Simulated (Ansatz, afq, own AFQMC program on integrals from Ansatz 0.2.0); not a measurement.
Os, quintet in def2-TZVPP, levels against CCSDT(Q)

A free Os atom.

Basis def2-TZVPP with its core potentials. Noble-gas cores (and the filled d shells of Ga–Kr and In–Xe) are frozen. AFQMC by an in-house program on the Cholesky factors that Ansatz 0.2.0 writes for its CCSD(T) run. ph-AFQMC/CISD is guided by a CISD state made of CCSD amplitudes; releasing the constraint for a short imaginary time cuts its bias at the price of noise, slowly where states lie close. Free projection: walkers drawn from exp(T), propagated without any constraint. Its projection time is finite, and what remains of the start isn't in its error. Uncertainties: one standard error, sampling alone. No spin–orbit coupling. The metal's outer-core s and p shells are frozen, which shifts wave-function levels against functionals.

Determinant: UHF, the one that the program's search chose, which needn't be the lowest solution.

No full CI on the walks' own integrals is used here; CCSDT(Q) serves as the reference and is uncertain by about the last step of the cluster series.

Cautions: no spin-orbit coupling; outer-core shells of the metal frozen; the released energies are still falling, so no released level is given (meV from the phaseless value at times in 1/Eh: -6.2 ± 1.7 at 0.24, -10.1 ± 1.6 at 0.50, -12.9 ± 2.2 at 1.00, -15.5 ± 2.1 at 1.50); the ph-AFQMC/CISD walk drifts between its halves (2.9 errors).

The T1 diagnostic is 0.0191, the weight of the determinant in the CISD state is 0.915 and the ⟨S²⟩ of the determinant is 6.030. The size of the correlated space is 8 electrons in 52 orbitals.

```json
{"level": "MP2", "correlation energy (eV)": "-4.7067"}
{"level": "CCSD", "correlation energy (eV)": "-4.8401"}
{"level": "CCSD(T)", "correlation energy (eV)": "-5.0331"}
```

Task: Estimate where phaseless AFQMC with the Hartree–Fock trial lies against CCSD(T) on the same integrals.

Result: 1.65 ± 0.32 kcal/mol above CCSD(T).

Reference: CCSDT(Q), correlation energy -5.048 eV.

```csv
level,E − E(reference) (kcal/mol),share of correlation (%)
CCSD(T),0.34,99.70
CCSDT,0.18,99.85
ph-AFQMC/HF,2.00 ± 0.32,98.28
ph-AFQMC/CISD,0.50 ± 0.05,99.57
free AFQMC,-0.03 ± 0.08,100.03
```

Free projections are given only where their last times agree within the noise and don't stop above the reference; a slow remainder of the start can still hide under it. A walk keeps the symmetry of its determinant, which the program's search chose and which needn't be the lowest solution, so a lower state of the same spin and another symmetry isn't excluded.
